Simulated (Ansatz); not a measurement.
Input file:

```yaml
crystal:
  periodic: [false, false, false]
  atoms:
    - {symbol: Zr, position_ang: [0.000000, 0.000000, 0.000000]}
    - {symbol: F, position_ang: [0.000000, 0.000000, 1.888800]}
basis:
  gaussian: {orbitals: def2-SVP, point_charges: [{charge: -0.50, position_ang: [3.222, 0.510, 0.188]}]}
total_charge: 1
magnetization: {spin_polarized: true, initial_magnetization: 2}
correlation: {method: ccsd, electrons: all}
```

```sh
$ ansatz run in.yaml --threads 1 --pin off --events-out ev --progress --plain --max-ram 2393MiB
```

Question: Roughly how long does this take on 1 thread of Arm Neoverse V1, shared host, and how much host memory?

Answer: 46 s wall and 0.18 GiB.

```
456 factors; integrals over basis functions are off by at most 8.1e-4 eV
mean field evaluation 1: about -3954.1726 eV, gradient 5.3e1 eV
mean field evaluation 2: about -3954.2832 eV, gradient 5.3e1 eV
mean field evaluation 4: about -3964.7750 eV, gradient 4.3e0 eV
mean field evaluation 8: about -3965.0660 eV, gradient 4.4e-1 eV
mean field evaluation 16: about -3965.9599 eV, gradient 5.8e0 eV
mean field evaluation 32: about -3957.5335 eV, gradient 2.1e1 eV
mean field evaluation 64: about -3965.0725 eV, gradient 5.8e-2 eV
mean field evaluation 96: about -3966.1393 eV, gradient 5.7e-2 eV
mean field evaluation 128: about -3965.7466 eV, gradient 3.3e0 eV
mean field evaluation 160: about -3966.1496 eV, gradient 4.1e-2 eV
...
mean field evaluation 928: about -3966.1245 eV, gradient 3.2e-1 eV
mean field evaluation 960: about -3965.5447 eV, gradient 2.4e0 eV
mean field evaluation 992: about -3965.6745 eV, gradient 2.6e-4 eV
mean field evaluation 1024: about -3965.6841 eV, gradient 2.2e0 eV
mean field evaluation 1056: about -3965.5300 eV, gradient 8.4e-2 eV
mean field evaluation 1088: about -3965.6179 eV, gradient 4.5e-1 eV
mean field evaluation 1120: about -3964.6623 eV, gradient 2.9e-1 eV
mean field evaluation 1152: about -3964.2888 eV, gradient 6.5e0 eV
mean field evaluation 1184: about -3965.5258 eV, gradient 1.6e-4 eV
mean field -3966.14978575 eV, -145.7533162734 hartree, gradient 1.6e-6 eV, S^2 2.005038; 21 other end points of the search recorded, 0 dependent functions left out
determinant -3966.14978575 eV, -145.7533162734 hartree, with singles and doubles -3975.89302228 eV, -146.1113736116 hartree
determinant -3966.09338206 eV, -145.7512434761 hartree, with singles and doubles -3975.83479559 eV, -146.1092338202 hartree
determinant -3965.84083413 eV, -145.7419625109 hartree, with singles and doubles -3975.43602082 eV, -146.0945791179 hartree
determinant -3965.72052306 eV, -145.7375411607 hartree, with singles and doubles -3975.38238640 eV, -146.0926080893 hartree
determinant -3965.71073634 eV, -145.7371815050 hartree, with singles and doubles -3975.38212849 eV, -146.0925986112 hartree
determinant -3965.67445258 eV, -145.7358481016 hartree, with singles and doubles -3975.09421011 eV, -146.0820178058 hartree
determinant -3965.66040758 eV, -145.7353319575 hartree, with singles and doubles -3975.14542077 eV, -146.0838997629 hartree
determinant -3965.65448392 eV, -145.7351142671 hartree, with singles and doubles -3975.11399202 eV, -146.0827447778 hartree
determinant -3965.52577404 eV, -145.7303842661 hartree, with singles and doubles -3975.01226720 eV, -146.0790064595 hartree
determinant -3965.07137363 eV, -145.7136853589 hartree, with singles and doubles -3974.83841538 eV, -146.0726175229 hartree
determinant -3964.61463026 eV, -145.6969003499 hartree, with singles and doubles -3974.12067008 eV, -146.0462408697 hartree
determinant -3966.14978575 eV, -145.7533162734 hartree, with singles and doubles -3975.89871818 eV, -146.1115829323 hartree
determinant -3966.09338206 eV, -145.7512434761 hartree, with singles and doubles -3975.84003994 eV, -146.1094265465 hartree
determinant -3965.84083413 eV, -145.7419625109 hartree, with singles and doubles -3975.40815177 eV, -146.0935549490 hartree
determinant -3965.72052306 eV, -145.7375411607 hartree, with singles and doubles -3975.37730911 eV, -146.0924215022 hartree
determinant -3965.71073634 eV, -145.7371815050 hartree, with singles and doubles -3975.39302089 eV, -146.0929988994 hartree
reference -3966.14978575 eV, -145.7533162734 hartree; 11, 9 occupied and 34, 36 virtual orbitals, 456 factors
second order -9.58538881 eV of doubles, -0.00000000 eV of singles
cycle   1  -9.74893310 eV  change   -6.7e-7 eV  update   5.8e-6
Total energy: -3975.89871885 eV, -146.1115829567 hartree
```
